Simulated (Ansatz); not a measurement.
We consider CsAuBr3 (I4/mmm, No. 139), described by r²SCAN (Ansatz, a program for electronic structure, plane waves, PAW).

Settings: plane-wave cutoff 560 eV, 6×6×6 k mesh, Fermi–Dirac smearing 0.01 eV, scalar-relativistic PAW data made under PBE.

Computed at the level's own relaxed cell.

Task: Give the computed smallest direct gap on the k points sampled, Γ–Γ gap and band gap.

Result: 
- smallest direct gap on the k points sampled = 0.71 eV
- Γ–Γ gap = 2.19 eV
- band gap = 0.67 eV

Spin–orbit coupling is not included; with these elements it can move the gap by several tenths of an eV or more.
